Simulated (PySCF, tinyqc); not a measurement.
Worked calculation: CCSD on RHF in the sto-3g basis, frozen core, for CH+, spin multiplicity 1. The lowest restricted solution is unstable here: a spin-polarised one lies 0.0092 hartree lower (PySCF). One step of it, computed by the program tinyqc.

Question. CCSD: starting amplitudes. t_ij^ab = <ij||ab> / (e_i + e_j - e_a - e_b), whose energy is MP2.

orbital energies (hartree): MO1 -11.684308, MO2 -1.194459, MO3 -0.831125, MO4 -0.272557, MO5 -0.272557, MO6 0.052986

Two-electron integrals over orbitals (pq|rs), unique and non-zero (hartree); the lowest 1 orbital is frozen and left out:
```
p,q,r,s,(pq|rs)
2,2,2,2,0.588666
3,2,2,2,0.032005
3,2,3,2,0.104319
3,3,2,2,0.519616
3,3,3,2,-0.051090
3,3,3,3,0.593432
4,2,4,2,0.106107
4,3,4,2,-0.041197
4,3,4,3,0.045921
4,4,2,2,0.572095
4,4,3,2,-0.051981
4,4,3,3,0.549237
4,4,4,4,0.672833
5,2,5,2,0.106107
5,3,5,2,-0.041197
5,3,5,3,0.045921
5,4,5,4,0.036269
5,5,2,2,0.572095
5,5,3,2,-0.051981
5,5,3,3,0.549237
5,5,4,4,0.600295
5,5,5,5,0.672833
6,2,2,2,-0.080604
6,2,3,2,0.009896
6,2,3,3,-0.022570
6,2,4,4,-0.100322
6,2,5,5,-0.100322
6,2,6,2,0.091699
6,3,2,2,-0.036567
6,3,3,2,0.077949
6,3,3,3,-0.079987
6,3,4,4,-0.095111
6,3,5,5,-0.095111
6,3,6,2,0.065300
6,3,6,3,0.117048
6,4,4,2,-0.036153
6,4,4,3,-0.001873
6,4,6,4,0.024080
6,5,5,2,-0.036153
6,5,5,3,-0.001873
6,5,6,5,0.024080
6,6,2,2,0.540395
6,6,3,2,0.090575
6,6,3,3,0.494231
6,6,4,4,0.468099
6,6,5,5,0.468099
6,6,6,2,0.009139
6,6,6,3,0.063536
6,6,6,6,0.643505
```

Give: Starting amplitudes; correlation energy.

Answer.

Starting amplitudes (spin orbitals 1a, 1b, ...; amplitudes related by a flip of all spins are not repeated):
```
from,to,t
3a 3b,6a 6b,-0.066
2a 2b,4a 4b,-0.058
2a 2b,5a 5b,-0.058
3a 3b,4a 4b,-0.041
3a 3b,5a 5b,-0.041
2a 2b,6a 6b,-0.037
2a 3b,6a 6b,-0.031
2a 3b,4a 4b,0.028
2a 3b,5a 5b,0.028
```

correlation energy = -0.03569 hartree
